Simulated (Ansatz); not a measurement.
Basis-set series for C5H4, SMILES `C#CC#CC`. Charge 0, multiplicity 1. The structure was optimised at the PBE0-D4/def2-TZVP level.

```xyz
9

C     2.630    1.385    1.106
C     1.629    0.859    0.686
C     0.499    0.264    0.211
C    -0.503   -0.264   -0.211
C    -1.700   -0.895   -0.715
H     3.512    1.849    1.477
H    -2.580   -0.562   -0.159
H    -1.634   -1.983   -0.625
H    -1.853   -0.652   -1.770
```

| functional | basis | functions | energy (Eh) | HOMO (eV) | LUMO (eV) |
| --- | --- | --- | --- | --- | --- |
| PBE0-D4 | def2-SVP | 90 | -192.43145 | -7.11 | -0.31 |
| PBE0-D4 | def2-TZVPP | 211 | -192.64208 | -7.16 | -0.44 |
| ωB97M-V | def2-SVP | 90 | -192.57707 | -9.19 | 1.83 |
| ωB97M-V | def2-TZVPP | 211 | -192.79763 | -9.25 | 1.63 |

**Question.** Give the rows for def2-QZVPP. (An estimate is asked.)

**Answer.** The calculation gave: 
| functional | basis | functions | energy (Eh) | HOMO (eV) | LUMO (eV) |
| --- | --- | --- | --- | --- | --- |
| PBE0-D4 | def2-QZVPP | 405 | -192.65231 | -7.18 | -0.48 |
| ωB97M-V | def2-QZVPP | 405 | -192.80676 | -9.26 | 1.54 |

Positive LUMOs are unbound and depend on the basis.

Computed with Ansatz.
